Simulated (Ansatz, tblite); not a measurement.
Removing an electron: Si(CCH)H3 (C₂H₄Si). The state is a singlet with charge 0. Geometry: PBE0-D4/def2-TZVP. Ansatz, gas phase; energy differences of separate SCF runs; the oxidised species was run as a doublet alone.

```xyz
7

Si    0.713   -0.794    0.024
C    -0.509    0.558   -0.015
C    -1.311    1.458   -0.043
H    -2.022    2.252   -0.067
H     1.928   -0.377   -0.720
H     0.132   -2.002   -0.611
H     1.070   -1.094    1.432
```

The xTB rows come from tblite. Correlated methods freeze 7 core orbitals.

```json
{"level": "GFN1-xTB", "−HOMO (eV)": "12.59", "vertical IE (eV)": "15.49", "−LUMO (eV)": "7.06", "HOMO–LUMO gap (eV)": "5.52"}
{"level": "PBE-D4/def2-TZVP", "−HOMO (eV)": "7.11", "vertical IE (eV)": "10.45", "−LUMO (eV)": "1.05", "HOMO–LUMO gap (eV)": "6.06"}
{"level": "r2SCAN-D4/def2-TZVP", "−HOMO (eV)": "7.36", "vertical IE (eV)": "10.48", "−LUMO (eV)": "0.81", "HOMO–LUMO gap (eV)": "6.55"}
{"level": "MP2/def2-TZVPP", "−HOMO (eV)": "–", "vertical IE (eV)": "11.23", "−LUMO (eV)": "–", "HOMO–LUMO gap (eV)": "–"}
{"level": "CCSD/def2-TZVPP", "−HOMO (eV)": "–", "vertical IE (eV)": "10.81", "−LUMO (eV)": "–", "HOMO–LUMO gap (eV)": "–"}
```

(1) Estimate the rows for GFN2-xTB, HF/def2-TZVPP, PBE0-D4/def2-TZVP, CCSD(T)/def2-TZVPP.

Answers

(1) 
```csv
level,−HOMO (eV),vertical IE (eV),−LUMO (eV),HOMO–LUMO gap (eV)
GFN2-xTB,11.20,14.30,5.79,5.42
HF/def2-TZVPP,–,9.47,–,–
PBE0-D4/def2-TZVP,8.32,10.62,0.10,8.23
CCSD(T)/def2-TZVPP,–,10.94,–,–
```

Relaxing the oxidised species (PBE0-D4/def2-TZVP) changes its energy by -0.21 eV at PBE0-D4/def2-TZVP, so the adiabatic ionisation energy to this nearest minimum is 10.41 eV. At PBE-D4/def2-TZVP it is 10.26 eV.   Raw xTB energy differences between charge states are shifted by several eV; the methods need an empirical correction for them.
